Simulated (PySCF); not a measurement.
# Structure from 2D NMR

Compound of formula C4H4F2. Correlations simulated from computed shifts and couplings:

HSQC (one-bond C–H):
| δH | δC | 1J(C,H) (Hz) |
| --- | --- | --- |
| 6.72 | 142.9 | 184 |
| 6.24 | 136.0 | 189 |
| 3.06 | 49.6 | 148 |

COSY cross peaks (|J| ≥ 2 Hz):
| δH | δH | abs. J (Hz) | bonds |
| --- | --- | --- | --- |
| 6.72 | 6.24 | 3.9 | 3 |

HMBC (two and three bonds, |J| ≥ 2.5 Hz):
| δH | δC [abs. J in Hz] |
| --- | --- |
| 6.72 | 136.0 [2.8], 124.9 [25.5], 49.6 [7.3] |
| 6.24 | 49.6 [13.3] |
| 3.06 | 142.9 [6.8], 136.0 [7.7], 124.9 [7.1] |

Carbons without hydrogens: δ 124.9.

[PySCF: geometry from PBE0-D3(BJ)/def2-SVP; couplings computed with B3LYP/pcJ-1 (spin–dipole term only in couplings to heteroatoms); shielding tensors at KT3/pcSseg-2 (GIAO); fast rotation and ring inversion assumed for equivalent nuclei; non-relativistic; no solvent model; a single conformation]

References, each an isolated molecule treated in the same way: 1H (σref 31.35) and 13C (σref 181.31) vs TMS.

Exchangeable hydrogens are left out of these lists, and C,H couplings along chains are those of one rotamer, so weak HMBC peaks may be missing or extra.

Problem. Assemble the structure.

Solution. SMILES FC1(F)C=CC1.

Atoms are numbered as in `[F:1][C:2]1([F:3])[CH:4]=[CH:5][CH2:6]1` (H(Xn): hydrogen on atom n).

1. δC 142.9 is C5, an alkene CH (δH 6.72).
2. δC 136.0 is C4, an alkene CH (δH 6.24).
3. δC 124.9 is C2, an allylic fully substituted sp3 carbon bonded to 2 F.
4. δC 49.6 is C6, an allylic sp3 CH2 (δH 3.06).
5. HMBC from δH 6.72 reaches the proton-free carbon C2.
6. HMBC from δH 3.06 reaches the proton-free carbon C2.
7. COSY links 6.72–6.24.

This is the structure that produced the data.

Common functionals overestimate the size of one-bond C–F couplings by tens of Hz; these are unscaled. Unscaled 3J(H,H) at this level run about 10 % above measured values. Shifts are as computed, not scaled to solution data. Of 1309 compounds with measured shifts, 239 miss one by over three times the rms of a fit or turn the order of signals round; such compounds aren't used in these exercises.
